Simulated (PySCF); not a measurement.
Compound: C5H6O.
Structure used (PBE0-D3(BJ)/def2-SVP), in Å, numbered top down from 1:
```xyz
12
C5H6O angstrom
C      2.3580   -0.9193   -0.1722
C      1.2109   -0.6077   -0.4061
C     -0.1622   -0.2279   -0.6627
C     -1.2635   -0.6564    0.3319
O     -1.7714    0.6687    0.4014
C     -0.6390    1.1906   -0.2802
H      3.3754   -1.1971    0.0315
H     -0.4377   -0.4781   -1.6990
H     -0.8630   -1.0103    1.2992
H     -2.0073   -1.3800   -0.0400
H     -0.9121    1.8585   -1.1136
H      0.0591    1.7176    0.3951
```

Linear response at PBE0/def2-SVPD (PySCF, frozen core in the response, non-relativistic).

Static isotropic polarisability: 60.17 au (8.92 Å³), principal values 48.1, 54.8, 77.7 au.

Problem. What is the polarisability at 1064 nm and at the sodium D line?

Solution. 60.67 au at 1064 nm (+0.8 %), 61.84 au at 589.3 nm (+2.8 %). The rise at 589.3 nm is 3.36 times that at 1064 nm; a pure ω² law gives 3.26. The lowest singlet lies at 194 nm, shorter than both wavelengths.

Problem. What is the isotropic C6 coefficient between two such molecules, C6 = (3/π)∫α(iω)² dω?

Solution. 1515 au (Eh·bohr⁶) by a ten-point quadrature over imaginary frequencies, which is 905 eV·Å⁶ or 87.3 J·nm⁶/mol.

Problem. Which effective excitation energy ω̄ makes London's formula C6 = (3/4)α²ω̄ exact here?

Solution. ω̄ = 4·C6/(3α²) = 0.558 Eh = 15.2 eV. A one-pole form α(ω) = α/(1 − ω²/ω̄²) fitted to the 1064 nm value gives 12.9 eV.

Problem. How many electrons N does the Slater–Kirkwood formula C6 = (3/4)·√N·α^(3/2) need to give this C6?

Solution. N = (4·C6/3)²/α³ = 18.7; the species has 44 electrons in all.

Problem. What molar refraction at the D line follows from R = (4π/3)·N_A·α′, with α′ the polarisability volume?

Solution. α′ = 9.16 Å³ gives R = 23.12 cm³/mol, for isolated, non-vibrating species.

Problem. What n − 1 at the D line would an ideal gas of it have at 273.15 K and 1 atm (2.6868 × 10¹⁹ cm⁻³), by n − 1 = 2π·N·α′?

Solution. 15.47 × 10⁻⁴, a formal value whether or not that pressure can be reached.

Problem. What three-body coefficient follows from the one-pole estimate C9 = (3/4)·α·C6?

Solution. 68400 au. This is an estimate from the two numbers above, not a computed integral.

One conformer stands for the species.
